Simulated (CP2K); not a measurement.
# SiH2 (SMILES [SiH2]): PM3, part 2 of 2

CP2K 2026.2. Earlier steps stand in the parts before.

## (3) The doublet cation, same level

The input, mol.inp:

```
&FORCE_EVAL
  METHOD QS
  &DFT
    CHARGE 1
    MULTIPLICITY 2
    UNRESTRICTED_KOHN_SHAM T
    &QS
      METHOD PM3
      EPS_DEFAULT 1.0E-10
      &SE
        &COULOMB
          CUTOFF [angstrom] 50
          RC_RANGE [angstrom] 0
        &END
        &EXCHANGE
          CUTOFF [angstrom] 50
          RC_RANGE [angstrom] 0
        &END
      &END
    &END
    &POISSON
      PERIODIC NONE
      POISSON_SOLVER ANALYTIC
    &END
    &SCF
      SCF_GUESS ATOMIC
      EPS_SCF 1.0E-07
      MAX_SCF 40
      &OT
        MINIMIZER CG
        PRECONDITIONER FULL_ALL
      &END
      &OUTER_SCF
        EPS_SCF 1.0E-07
        MAX_SCF 8
      &END
    &END
    &PRINT
      &MOMENTS
        PERIODIC F
        REFERENCE COM
        MAX_MOMENT 1
      &END
      &MO_CUBES
        NLUMO 3
        NHOMO -1
        WRITE_CUBE F
      &END
      &HIRSHFELD OFF
      &END
    &END
  &END
  &SUBSYS
    &CELL
      ABC 17.3 17.6 16.8
      PERIODIC NONE
    &END
    &COORD
      Si    -0.491200     0.468600    -0.213600
      H      0.840300     0.578600     0.522500
      H     -0.349100    -1.047200    -0.308900
    &END
    &TOPOLOGY
      &CENTER_COORDINATES
      &END
    &END
  &END
&END

&GLOBAL
  PROJECT mol
  RUN_TYPE ENERGY
  PRINT_LEVEL MEDIUM
&END
```

Started as:

```
$ OMP_NUM_THREADS=1 cp2k.psmp mol.inp > mol.out
```

Log:

```text
CP2K| version string:                                       CP2K version 2026.2
 CP2K| Input file name                                                   mol.inp

 GLOBAL| Basis set file name                                           BASIS_SET
 GLOBAL| Potential file name                                           POTENTIAL
 GLOBAL| Coordinate file name                                      __STD_INPUT__
 GLOBAL| Method name                                                        CP2K
 GLOBAL| Project name                                                        mol
 GLOBAL| Run type                                                         ENERGY
 GLOBAL| FFT library                                                       FFTW3
 GLOBAL| Diagonalization library                                       ScaLAPACK
 GLOBAL| Global print level                                               MEDIUM
 GLOBAL| Total number of message passing processes                             1
 GLOBAL| Number of threads for this process                                    1
 GLOBAL| CPU model name                     Intel(R) Xeon(R) Processor @ 2.50GHz

 CELL| Volume [angstrom^3]:                                          5115.264000
 CELL| Vector a [angstrom]:      17.300     0.000     0.000   |a| =    17.300000
 CELL| Vector b [angstrom]:       0.000    17.600     0.000   |b| =    17.600000
 CELL| Vector c [angstrom]:       0.000     0.000    16.800   |c| =    16.800000
 CELL| Angle (b,c), alpha [degree]:                                    90.000000
 CELL| Angle (a,c), beta  [degree]:                                    90.000000
 CELL| Angle (a,b), gamma [degree]:                                    90.000000
 CELL| Numerically orthorhombic:                                             YES
 CELL| Periodicity                                                          NONE

 GENERATE|  Preliminary Number of Bonds generated:                             0
 GENERATE|  Achieved consistency in connectivity generation.

                                   2008 - 2015

 SEMIEMPIRICAL|                             Coulomb Integral cutoff/taper values
 SEMIEMPIRICAL| Cutoff [a.u.]                                             94.486
 SEMIEMPIRICAL| Taper  [a.u.]                                             94.486
 SEMIEMPIRICAL| Range  [a.u.]                                              0.000

 SEMIEMPIRICAL|                            Exchange Integral cutoff/taper values
 SEMIEMPIRICAL| Cutoff [a.u.]                                             94.486
 SEMIEMPIRICAL| Taper  [a.u.]                                             94.486
 SEMIEMPIRICAL| Range  [a.u.]                                              0.000

 ATOMIC KIND INFORMATION

  1. Atomic kind: Si                                    Number of atoms:       1

     Orbital Basis Set                                            Silicon_STO-6G

       Number of orbital shell sets:                                           2
       Number of orbital shells:                                               2
       Number of primitive Cartesian functions:                               12
       Number of Cartesian basis functions:                                    4
       Number of spherical basis functions:                                    4
       Norm type:                                                              2

     AE Potential information for                                        Silicon
       Gaussian exponent of the core charge distribution:               1.623245
       Electronic configuration (s p d ...):                       2   2   0   0

  2. Atomic kind: H                                     Number of atoms:       2

     Orbital Basis Set                                           Hydrogen_STO-6G

       Number of orbital shell sets:                                           1
       Number of orbital shells:                                               1
       Number of primitive Cartesian functions:                                6
       Number of Cartesian basis functions:                                    1
       Number of spherical basis functions:                                    1
       Norm type:                                                              2

     AE Potential information for                                       Hydrogen
       Gaussian exponent of the core charge distribution:              12.500000
       Electronic configuration (s p d ...):                       1   0   0   0

 MOLECULE KIND INFORMATION

 All atoms are their own molecule, skipping detailed information

 TOTAL NUMBERS AND MAXIMUM NUMBERS

  Total number of            - Atomic kinds:                                   2
                             - Atoms:                                          3
                             - Shell sets:                                     4
                             - Shells:                                         4
                             - Primitive Cartesian functions:                 24
                             - Cartesian basis functions:                      6
                             - Spherical basis functions:                      6

  Maximum angular momentum of the orbital basis functions:                     1

 MODULE QUICKSTEP: ATOMIC COORDINATES IN ANGSTROM

   Atom Kind Element         X             Y             Z       Z(eff)     Mass
      1    1 Si   14      7.984250      9.502900      8.079600   4.0000  28.0855
      2    2 H     1      9.315750      9.612900      8.815700   1.0000   1.0079
      3    2 H     1      8.126350      7.987100      7.984300   1.0000   1.0079

 SCF PARAMETERS         Density guess:                                    ATOMIC
                        --------------------------------------------------------
                        max_scf:                                              40
                        max_scf_history:                                       0
                        max_diis:                                              4
                        --------------------------------------------------------
                        eps_scf:                                        1.00E-07
                        eps_scf_history:                                0.00E+00
                        eps_diis:                                       0.00E+00
                        eps_eigval:                                     1.00E-05
                        --------------------------------------------------------
                        level_shift [a.u.]:                             0.000000
                        --------------------------------------------------------
                        Outer loop SCF in use
                        No variables optimised in outer loop
                        eps_scf                                         1.00E-07
                        max_scf                                                8
                        No outer loop optimization
                        step_size                                       5.00E-01

 PW_GRID| Information for grid number                                          1
 PW_GRID| Cutoff [a.u.]                                                      1.0
 PW_GRID| spherical cutoff:                                                   NO
 PW_GRID|   Bounds   1             -7       7                Points:          15
 PW_GRID|   Bounds   2             -7       7                Points:          15
 PW_GRID|   Bounds   3             -7       7                Points:          15
 PW_GRID| Volume element (a.u.^3)   10.23         Volume (a.u.^3)     34519.5130
 PW_GRID| Grid span                                                    FULLSPACE

 POISSON| Solver                                                        ANALYTIC
 POISSON| Periodicity                                                       NONE

 Extrapolation method: initial_guess

 Spin 1

 Number of electrons:                                                          3
 Number of occupied orbitals:                                                  3
 Number of molecular orbitals:                                                 3

 Spin 2

 Number of electrons:                                                          2
 Number of occupied orbitals:                                                  2
 Number of molecular orbitals:                                                 2

 Number of orbital functions:                                                  6
 Number of independent orbital functions:                                      6

 SCF WAVEFUNCTION OPTIMIZATION

  ----------------------------------- OT ---------------------------------------
  Minimizer      : CG                  : conjugate gradient
  Preconditioner : FULL_ALL            : diagonalization, state selective
  Precond_solver : DEFAULT
  Line search    : 2PNT                : 2 energies, one gradient
  stepsize       :    0.15000000                  energy_gap     :    0.08000000
  eps_taylor     :   0.10000E-15                  max_taylor     :             4
  ----------------------------------- OT ---------------------------------------

  Step     Update method      Time    Convergence         Total energy    Change
  ------------------------------------------------------------------------------
     1 OT CG       0.15E+00    0.1     0.14103439        -2.8421452774 -2.84E+00
     - OT LS       0.60E+00    0.0                       -2.9265012634
     2 OT CG       0.60E+00    0.0     0.10166679        -3.0842593922 -2.42E-01
     - OT LS       0.14E+01    0.0                       -3.2509731989
     3 OT CG       0.14E+01    0.0     0.13102591        -2.9289081310  1.55E-01
     - OT LS       0.78E+00    0.0                       -2.9594982689
     4 OT CG       0.78E+00    0.0     0.11693898        -2.9487965686 -1.99E-02
     - OT LS       0.31E+01    0.0                       -3.2488582945
     5 OT CG       0.31E+01    0.0     0.14258942        -2.7449128251  2.04E-01
     - OT LS       0.17E+01    0.0                       -2.9268902240
     6 OT CG       0.17E+01    0.0     0.10050498        -2.9683787750 -2.23E-01
     - OT LS       0.80E+00    0.0                       -2.9370768081
     7 OT CG       0.80E+00    0.1     0.09457586        -3.2205048845 -2.52E-01
     - OT LS       0.22E+00    0.0                       -3.0822695648
     8 OT CG       0.22E+00    0.0     0.08573162        -3.2383263090 -1.78E-02
     - OT LS       0.40E+00    0.0                       -3.2716668058
[... 55 lines of this table left out ...]
     - OT LS       0.74E+00    0.0                       -3.3732666090
    37 OT CG       0.74E+00    0.0     0.00357536        -3.3733275697 -1.78E-04
     - OT LS       0.53E+00    0.0                       -3.3734132784
    38 OT CG       0.53E+00    0.0     0.00387320        -3.3734287808 -1.01E-04
     - OT LS       0.48E+00    0.0                       -3.3735342678
    39 OT CG       0.48E+00    0.0     0.00316127        -3.3735357418 -1.07E-04
     - OT LS       0.13E+01    0.0                       -3.3736532183
    40 OT CG       0.13E+01    0.0     0.00309600        -3.3737347572 -1.99E-04

  Leaving inner SCF loop after reaching    40 steps.

  Core-core repulsion energy [eV]:                             55.70836786321271
  Core Hamiltonian energy [eV]:                              -109.63212190519620
  Two-electron integral energy [eV]:                          -75.76047493367177
  Electronic energy [eV]:                                    -147.51235937203208

  Total energy [eV]:                                          -91.80399150881938

  Atomic reference energy [eV]:                               103.15380364625416
  Heat of formation [kcal/mol]:                               261.73290641543201

  outer SCF iter =    1 RMS gradient =   0.31E-02 energy =         -3.3737347572

  ----------------------------------- OT ---------------------------------------
  Minimizer      : CG                  : conjugate gradient
  Preconditioner : FULL_ALL            : diagonalization, state selective
  Precond_solver : DEFAULT
  Line search    : 2PNT                : 2 energies, one gradient
  stepsize       :    0.15000000                  energy_gap     :    0.08000000
  eps_taylor     :   0.10000E-15                  max_taylor     :             4
  ----------------------------------- OT ---------------------------------------

  Step     Update method      Time    Convergence         Total energy    Change
  ------------------------------------------------------------------------------
     1 OT CG       0.15E+00    0.1     0.00711000        -3.3733372183  3.98E-04
     - OT LS       0.60E+00    0.0                       -3.3735425816
     2 OT CG       0.60E+00    0.0     0.00205314        -3.3738930484 -5.56E-04
     - OT LS       0.11E+01    0.0                       -3.3739483308
     3 OT CG       0.11E+01    0.0     0.00060399        -3.3739629797 -6.99E-05
     - OT LS       0.13E+01    0.0                       -3.3739698804
     4 OT CG       0.13E+01    0.0     0.00024384        -3.3739700176 -7.04E-06
     - OT LS       0.13E+01    0.0                       -3.3739711610
     5 OT CG       0.13E+01    0.0     0.00011530        -3.3739711610 -1.14E-06
     - OT LS       0.11E+01    0.0                       -3.3739713664
     6 OT CG       0.11E+01    0.0     0.00003697        -3.3739713747 -2.14E-07
     - OT LS       0.91E+00    0.0                       -3.3739713926
     7 OT CG       0.91E+00    0.0     0.00000706        -3.3739713932 -1.86E-08
     - OT LS       0.11E+01    0.0                       -3.3739713940
     8 OT CG       0.11E+01    0.0     0.00000195        -3.3739713941 -8.34E-10
     - OT LS       0.13E+01    0.0                       -3.3739713941
     9 OT CG       0.13E+01    0.0     0.00000093        -3.3739713941 -7.32E-11
     - OT LS       0.16E+01    0.0                       -3.3739713942
    10 OT CG       0.16E+01    0.0     0.00000027        -3.3739713942 -2.13E-11
     - OT LS       0.14E+01    0.0                       -3.3739713942
    11 OT CG       0.14E+01    0.0     0.00000010        -3.3739713942 -1.59E-12
     - OT LS       0.11E+01    0.0                       -3.3739713942
    12 OT CG       0.11E+01    0.0     0.00000001        -3.3739713942 -1.84E-13

  *** SCF run converged in    12 steps ***

  Core-core repulsion energy [eV]:                             55.70836786321271
  Core Hamiltonian energy [eV]:                              -109.63367590422962
  Two-electron integral energy [eV]:                          -75.77024537312056
  Electronic energy [eV]:                                    -147.51879859078991

  Total energy [eV]:                                          -91.81043072757720

  Atomic reference energy [eV]:                               103.15380364625416
  Heat of formation [kcal/mol]:                               261.58441449150246

  outer SCF iter =    2 RMS gradient =   0.13E-07 energy =         -3.3739713942
  outer SCF loop converged in   2 iterations or  102 steps

 POPULATION ANALYSIS

 # Atom  Element  Kind  Atomic population (alpha,beta)   Net charge  Spin moment
      1     Si       1           1.805867     0.933446     1.260686     0.872421
      2     H        2           0.597068     0.533280    -0.130347     0.063788
      3     H        2           0.597065     0.533274    -0.130339     0.063791
 # Total charge and spin         3.000000     2.000000     1.000000

 SE_DIPOLE| Dipole type                                             non-periodic
 SE_DIPOLE| Moment [a.u.]           0.32525972      -0.31029218       0.14144052
 SE_DIPOLE| Moment [Debye]          0.82672766      -0.78868398       0.35950591
 SE_DIPOLE| Derivative [a.u.]       0.00000000       0.00000000       0.00000000

 *** WARNING in qs_scf_post_se.F:140 :: Printing of MO cube files not ***
 *** implemented for Semi-Empirical method.                           ***

 ENERGY| Total FORCE_EVAL ( QS ) energy [hartree]             -3.373971394161802

 MEMORY| Estimated peak process memory [MiB]                                 187

 -------------------------------------------------------------------------------
 ----                             MULTIGRID INFO                            ----
 -------------------------------------------------------------------------------
 total grid count     :           342              cutoff [a.u.]            1.00

 -------------------------------------------------------------------------------
 -                                                                             -
 -                                T I M I N G                                  -
 -                                                                             -
 -------------------------------------------------------------------------------
 SUBROUTINE                       CALLS  ASD         SELF TIME        TOTAL TIME
                                MAXIMUM       AVERAGE  MAXIMUM  AVERAGE  MAXIMUM
 CP2K                                 1  1.0    0.007    0.007    2.640    2.640
 qs_energies                          1  2.0    0.000    0.000    2.620    2.620
 scf_env_do_scf                       1  3.0    0.000    0.000    2.611    2.611
 scf_env_do_scf_inner_loop          102  4.0    0.010    0.010    2.563    2.563
 qs_scf_new_mos                     102  5.0    0.002    0.002    2.361    2.361
 qs_scf_loop_do_ot                  102  6.0    0.002    0.002    2.359    2.359
 ot_scf_mini                        102  7.0    0.004    0.004    2.206    2.206
 dbcsr_multiply_generic            2954 10.1    0.140    0.140    2.047    2.047
 ot_mini                            102  8.0    0.002    0.002    1.134    1.134
 qs_ot_get_derivative               104  9.0    0.002    0.002    0.961    0.961
 make_m2s                          5908 11.1    0.071    0.071    0.960    0.960
 qs_ot_get_p                        208  8.0    0.003    0.003    0.780    0.780
 make_images                       5908 12.1    0.113    0.113    0.592    0.592
 qs_ot_get_derivative_diag           78 10.0    0.004    0.004    0.560    0.560
 multiply_cannon                   2954 11.1    0.239    0.239    0.466    0.466
 -------------------------------------------------------------------------------

 -------------------------------------------------------------------------------
```

Wall time 4.2 s (1 thread of Intel Xeon at 2.50GHz (Skylake/Cascade Lake), shared host); peak memory 0.18 GiB.

## (4) Summary of results

The summary covers parts 1 to 2.

Level: PM3.

| quantity | value |
| --- | --- |
| singlet SiH2: total energy | -3.67452 Eh |
| singlet SiH2: dipole moment | 0.95 D |
| singlet SiH2: heat of formation | 73.0 kcal/mol |
| doublet cation: total energy | -3.37397 Eh |
| doublet cation: heat of formation | 261.6 kcal/mol |
| vertical ionisation energy (to the doublet cation) | 8.178 eV |

What this shows: The vertical ionisation energy comes to 8.18 eV (189 kcal/mol).
